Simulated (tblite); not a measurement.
C3H6NS (doublet state).
Numbering: `[CH3:1][CH2:2][C:3]([NH:4])=[S:5]` (hydrogens: H6, H7, H8 on C1; H9, H10 on C2; H11 on N4)

Geometry (GFN2-xTB, Å), atoms numbered from 1 in this order:
```xyz
11
C3H6NS angstrom
C     -1.3755    0.1155    0.2605
C     -0.2577   -0.0257   -0.7723
C      1.0684   -0.1700   -0.1062
N      1.9690    0.7053   -0.2281
S      1.3676   -1.5767    0.8667
H     -2.3353    0.2048   -0.2410
H     -1.2165    1.0021    0.8698
H     -1.4040   -0.7544    0.9133
H     -0.2206    0.8536   -1.4168
H     -0.4394   -0.9113   -1.3858
H      2.8494    0.5593    0.2539
```

Computed geometry: GFN2-xTB, gas phase. This method treats the open shell by occupation alone, without spin polarisation.

Masses are those of the commonest isotopes; rigid-rotor values at the optimised geometry. The values belong to one conformer with, in the numbering `[CH3:1][CH2:2][C:3]([NH:4])=[S:5]`, C1–C2–C3–N4 -115°, C2–C3–N4–H 179°.

Problem. Give the principal moments of inertia and the rotational constants in cm⁻¹.

Solution. Ia = 89.57, Ib = 155.36, Ic = 220.66 u·Å²; 505379 MHz·u·Å²/I gives 5642, 3253 and 2290 MHz, that is A = 0.18820, B = 0.10851, C = 0.07639 cm⁻¹.

Problem. What kind of rotor is it?

Solution. An asymmetric top. Ray's parameter κ = (2B − A − C)/(A − C) = -0.426; −1 is the prolate and +1 the oblate limit.

Problem. Is it planar, by Δ = Ic − Ia − Ib?

Solution. Not planar: Δ = Ic − Ia − Ib = -24.27 u·Å². For a rigid frame Δ = −2 Σ m c², so Σ m c² = 12.13 u·Å² lies off the ab plane: 5.36 from hydrogen and 6.77 from heavier atoms. The atom farthest from that plane is 1.55 Å away.

Problem. Give the other two planar moments, Paa and Pbb, and the rms extents of the mass along the axes.

Solution. Paa = Σ m a² = (Ib + Ic − Ia)/2 = 143.23 and Pbb = Σ m b² = (Ia + Ic − Ib)/2 = 77.44 u·Å². With the mass M = 88.02 u, the rms extents √(P/M) along a, b and c are 1.28, 0.94, 0.37 Å.

Problem. Estimate the classical rotational partition function at 10 K, 50 K and 298.15 K.

Solution. Point group C1, symmetry number σ = 1; q = (√π/σ)·√((kT/h)³/(ABC)), k/h = 20836.6 MHz/K: 822 at 10 K, 9190 at 50 K, 134000 at 298.15 K.

For this open shell read J as N, the rotation without spin; fine and hyperfine splittings come on top. Its GFN2-xTB frequencies are all real (lowest 46 cm⁻¹). Constants of a rigid frame at the computed geometry: no zero-point averaging, no centrifugal distortion.

The run took 1.1 s of wall time on Intel Xeon Platinum 8259CL at 2.50 GHz, one thread (shared host). These figures are those of the optimisation.
